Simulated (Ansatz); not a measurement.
# AlNH (quartet): inputs that go wrong at distance Al1–H3 = 3.553 Å

4 inputs are run for AlNH (quartet) as typed; the log has to tell whether the result can be used and what must change.

Method: the settings change from run to run; program: Ansatz 0.2.0, Gaussian basis.

13 further runs of the same task are left out: 10 that didn't finish, 3 set aside as unsound or not needed.

## Step 1: What is computed

The geometry derives from a PBE0/def2-TZVP stationary point (not a proven minimum). One bond is set to the value named and the two fragments are kept rigid.

3 atoms, charge 0, spin multiplicity 4.

Atoms are counted from 1 here; the program's logs count them from 0.

Bond lengths: Al1–N2 1.919 Å.

## Step 2: Try 1

in.yaml reads:

```yaml
crystal:
  periodic: [false, false, false]
  atoms:
    - {symbol: Al, position_ang: [0.000000, -0.145472, 0.594959]}
    - {symbol: N, position_ang: [0.000000, 0.066716, -1.312209]}
    - {symbol: H, position_ang: [0.000000, 2.967025, 2.308485]}
basis:
  gaussian: {orbitals: cc-pVDZ}
magnetization: {spin_polarized: false, initial_magnetization: 3}
hamiltonian: {xc: r2scan}
correlation: {method: sc_nevpt2, electrons: outside_noble_gas, active_space: {window: {electrons: 5, orbitals: 5}}}
```

Run with:

```bash
$ ansatz run in.yaml --threads 1 --pin off --events-out ev --progress --plain --max-ram 2393MiB
```

Output:

```text
Error: invalid value for `correlation.active_space`: it starts from restricted Hartree–Fock orbitals; set hamiltonian.xc: hf without magnetization.spin_polarized
```

Wall time 0.03 s (1 thread of Intel Xeon 6975P-C, shared host).

**Diagnosis.** The run was refused. An active space is asked on a functional's orbitals. Cure: start from Hartree-Fock.

## Step 3: Try 2

in.yaml reads:

```yaml
crystal:
  periodic: [false, false, false]
  atoms:
    - {symbol: Al, position_ang: [0.000000, -0.145472, 0.594959]}
    - {symbol: N, position_ang: [0.000000, 0.066716, -1.312209]}
    - {symbol: H, position_ang: [0.000000, 2.967025, 2.308485]}
basis:
  gaussian: {orbitals: 6-31G}
magnetization: {spin_polarized: true, initial_magnetization: 11}
hamiltonian: {xc: {name: r2SCAN}}
correlation: {method: bccd, electrons: outside_noble_gas}
accuracy: high
```

Same command.

Output, cut to the lines that bear on the results:

```text
Functional definition: r2SCAN
  name "r2SCAN"
  cite "Furness, Kaplan, Ning, Perdew & Sun, J. Phys. Chem. Lett. 11, 8208 (2020) doi:10.1021/acs.jpclett.0c02405"
  cite "Furness, Kaplan, Ning, Perdew & Sun, J. Phys. Chem. Lett. 11, 9248 (2020) doi:10.1021/acs.jpclett.0c03077"
  parent r2scan
[...]
532 factors; integrals over basis functions are off by at most 2.5e-9 eV
[...]
mean field -7987.80206544 eV, -293.5463115782 hartree, gradient 9.1e-8 eV, S^2 35.750012; 6 other end points of the search recorded, 0 dependent functions left out
reference -7973.57075550 eV, -293.0233205844 hartree; 16, 5 occupied and 8, 19 virtual orbitals, 532 factors
second order -0.30054890 eV of doubles, -0.02899019 eV of singles
cycle   1  -0.38698597 eV  change   -5.8e-2 eV  update   1.8e-2
[...]
cycle  55  -0.41101755 eV  change   4.4e-10 eV  update   2.1e-9
Total energy: -7973.98177306 eV, -293.0384252008 hartree
```

Wall time 10 s (1 thread of Intel Xeon 6975P-C, shared host).

What is wrong: The run converged, which proves nothing about the input. Far too many unpaired electrons are asked for. Its energy belongs to the state of multiplicity 12, not to the quartet that was meant. Fix: set initial_magnetization to that of the wanted state.

## Step 4: Try 3

in.yaml reads:

```yaml
crystal:
  periodic: [false, false, false]
  atoms:
    - {symbol: Al, position_ang: [0.000000, -0.145472, 0.594959]}
    - {symbol: N, position_ang: [0.000000, 0.066716, -1.312209]}
    - {symbol: H, position_ang: [0.000000, 2.967025, 2.308485]}
basis:
  gaussian: {orbitals: "6-31G*", fitting: {mean_field: def2-universal-jkfit}}
magnetization: {spin_polarized: false, initial_magnetization: 3}
hamiltonian: {xc: pbe0}
correlation: {method: fic_mrcisd_q, electrons: outside_noble_gas, active_space: {window: {electrons: 5, orbitals: 5}}}
accuracy: high
scf: {omitted_lower_state_checks: [cluster_reference]}
```

Same command.

Output:

```text
Error: invalid value for `correlation.active_space`: it starts from restricted Hartree–Fock orbitals; set hamiltonian.xc: hf without magnetization.spin_polarized
```

It took 0.03 s on 1 thread of Intel Xeon 6975P-C, shared host.

What is wrong: The run was refused. An active space is asked on a functional's orbitals. Cure: start from Hartree-Fock.

## Step 5: Try 4

in.yaml reads:

```yaml
crystal:
  periodic: [false, false, false]
  atoms:
    - {symbol: Al, position_ang: [0.000000, -0.145472, 0.594959]}
    - {symbol: N, position_ang: [0.000000, 0.066716, -1.312209]}
    - {symbol: H, position_ang: [0.000000, 2.967025, 2.308485]}
basis:
  gaussian: {orbitals: 6-31G}
magnetization: {spin_polarized: false, initial_magnetization: 3}
correlation: {active_space: {ras: {orbitals: [9, 3, 12], electrons: 18, max_holes: 2, max_particles: 2}, fixed_orbitals: true}}
output: {forces: true}
```

Same command.

Output:

```text
Functional definition: HF
  name "HF"
  cite "Fock, Z. Phys. 61, 126 (1930) doi:10.1007/BF01340294"
  parent pbe
  exchange = exact_x
  correlation = 0
303 factors; integrals over basis functions are off by at most 2.1e-4 eV
mean field evaluation 1: about -8070.5393 eV, gradient 2.3e1 eV
mean field evaluation 2: about -8070.5613 eV, gradient 2.3e1 eV
mean field evaluation 4: about -8072.5902 eV, gradient 1.3e1 eV
mean field evaluation 8: about -8074.2510 eV, gradient 1.2e0 eV
mean field evaluation 16: about -8074.2616 eV, gradient 1.7e-2 eV
mean field evaluation 32: about -8074.8192 eV, gradient 2.9e-6 eV
mean field evaluation 64: about -8068.9805 eV, gradient 3.8e0 eV
mean field evaluation 96: about -8074.7112 eV, gradient 3.1e0 eV
mean field evaluation 128: about -8074.7717 eV, gradient 9.1e-1 eV
mean field evaluation 160: about -8074.2600 eV, gradient 1.5e-3 eV
mean field evaluation 192: about -8074.2162 eV, gradient 1.6e0 eV
mean field evaluation 224: about -8074.5459 eV, gradient 9.5e-1 eV
mean field -8074.81922388 eV, -296.7441331686 hartree, gradient 3.2e-6 eV, S^2 3.750000; 14 other end points of the search recorded, 0 dependent functions left out
reference -8074.81922388 eV, -296.7441331686 hartree; 12, 9 occupied and 12, 15 virtual orbitals, 303 factors
Error: 18 electrons in 24 orbitals form no window around the highest filled level of the reference
```

Wall time 0.36 s (1 thread of Intel Xeon 6975P-C, shared host).

What is wrong: The run stopped with an error. The electron count of the restricted space is wrong. Cure: count the correlated electrons again.

## Step 6: Summary

| try | level | ended | cause | time |
| --- | --- | --- | --- | --- |
| 1 | NEVPT2(5,5)/cc-pVDZ | refused | an active space is asked on a functional's orbitals | 0.03 s |
| 2 | BCCD/6-31G | converged | far too many unpaired electrons are asked for | 10 s |
| 3 | MRCISD+Q(5,5)/6-31G* | refused | an active space is asked on a functional's orbitals | 0.03 s |
| 4 | CISD/6-31G | stopped by an error | the electron count of the restricted space is wrong | 0.36 s |

2 refused, 1 converged, 1 stopped by an error. The input that converges on a wrong geometry or spin is the dangerous one: no error points at it, so geometry and ⟨S²⟩ have to be checked.
